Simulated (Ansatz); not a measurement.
bcc Cs was calculated with PBE0 in Ansatz (plane waves, PAW).

Numerical settings: plane-wave cutoff 460 eV, 8×8×8 k mesh, Fermi–Dirac smearing 0.05 eV, scalar-relativistic PAW data made under PBE.

Cell (relaxed at this level):

```
Cs
1.0
   -3.13508     3.13508     3.13508
    3.13508    -3.13508     3.13508
    3.13508     3.13508    -3.13508
Cs
1
Direct
  0.00000   0.00000   0.00000
```

**Question.** Predict the bulk modulus and pressure derivative B′ of the bulk modulus.

**Answer.** 
- bulk modulus = 1.94 GPa
- pressure derivative B′ of the bulk modulus = 3.7

Measured, for comparison: bulk modulus 2.11 GPa (corrected for temperature and zero-point phonon effects, our sources range from 2.11 to 2.35; as tabulated in Levämäki et al. (2014), arXiv:1402.3671). Computed (rounded) less measured: bulk modulus -8 % (-8 % to -17 % over the range).

Spin–orbit coupling is not included.

The computed numbers hold no vibrational or temperature effects.

The result took very roughly 50 core-minutes.

Ansatz is a first-principles code.
